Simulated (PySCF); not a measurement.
Li2.

```xyz
2

Li     0.0000     0.0000    -1.3606
Li     0.0000     0.0000     1.3606
```
Charge 0, spin multiplicity 1.

The structure is a stationary point at B3LYP-D3(BJ)/def2-TZVPD.

Level of theory: PBE/pcSseg-2 run with PySCF. Non-relativistic, no solvent.

Q: Give the absolute GIAO shielding of each atom: isotropic value and principal components (ppm). (Estimate from the structure and the level; the computed values follow.)

A: 
```tsv
atom	σ(iso)	σ11	σ22	σ33	span
Li1	98.3	95.6	95.6	103.6	8.1
Li2	98.3	95.6	95.6	103.6	8.1
```
